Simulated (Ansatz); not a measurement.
Born–Oppenheimer molecular dynamics of BFH₆Si (9 atoms, charge 0, multiplicity 1). It starts at the highest image of a converged band, a first-order saddle point between two minima.

Computed with Ansatz 0.2.0, RKS B3LYP/def2-SVP.

```yaml
ensemble: NVE (velocity Verlet)
time_step: 0.5 fs
steps_asked: 200
starting_velocities_drawn_for: 100 K
seed: 3159
```

First frame:

```xyz
9
Properties=species:S:1:pos:R:3
B -0.118 -0.264 0.122
F 0.301 0.625 1.471
H 0.712 -0.073 -0.725
H -1.292 -0.106 -0.080
Si 0.129 -2.289 0.781
H -0.296 -2.838 -0.541
H 1.513 -2.758 1.083
H -0.794 -2.797 1.839
H 0.331 -0.484 1.507
```

**Question.** How far do the bonds stretch over the last three quarters of this one trajectory? (Pairs bonded in most of those frames.)

**Answer.** 
```csv
bond,mean (Å),spread (Å),shortest,longest
B1–H3,1.207,0.012,1.18,1.23
B1–H4,1.207,0.019,1.17,1.24
B1–Si5,2.041,0.040,1.98,2.10
F2–H9,0.935,0.014,0.92,0.99
Si5–H6,1.502,0.006,1.49,1.52
Si5–H7,1.498,0.010,1.48,1.52
Si5–H8,1.501,0.013,1.48,1.52
```

Mean temperature of the second half: 362 K. The conserved energy stayed within 0.031 meV per atom of its start (net change 0.0058 meV per atom), so the integration is sound. The kinetic energy rose, since the run started high on the potential surface and went downhill. It ends in pieces (BH5Si + FH), so much of that is their flight and rotation, not heat. A run of 0.1 ps of so small a system gives no equilibrium averages. The orbitals stay closed-shell, which can raise the energy where a bond breaks towards radicals; this wasn't checked here.

The run took 7.4 min on 1 thread of Arm Neoverse V1, on a shared host, peak memory 0.16 GiB.
